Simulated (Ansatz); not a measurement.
A made-up structure of CH2N (charge -1), singlet:

```xyz
4
angstrom
C 0.0150 0.0121 0.0157
N 0.6185 0.4986 0.6474
H -0.8676 0.5768 -0.4463
H 0.2341 -1.0875 -0.2168
```

It is relaxed with PBE-D4/def2-SVPD and then PBE0-D4/def2-TZVPD (Ansatz 0.2.0). Atoms count as bonded within 1.22 times the sum of their covalent radii (H–H: 0.88 Å). The end point is not checked to be a true minimum.

(1) Does its bonding change? (Judge from chemistry; the calculation decides.)

Answers

(1) The calculation gives: No: no bond forms or breaks.

Where it ends: The first stage lowers the energy by 4.46 eV in 6 steps. It ends as CH₂N ([CH2][N]), total charge -1:
C1  (0.019, 0.015, 0.019)
N2  (0.764, 0.616, 0.799)
H3  (-0.901, 0.455, -0.516)
H4  (0.119, -1.086, -0.303)
(Å)

Labels in which every atom is bracketed show which atoms are joined, not bond orders.

For scale, one of the runs: PBE0-D4/def2-TZVPD relaxation, 92 basis functions, launched by `ansatz run in.yaml --threads 2 --pin off --events-out ev --progress --plain --max-ram 4352MiB`. The run took about 3.4 s on 2 CPU threads of an Arm Neoverse V2 (shared host).
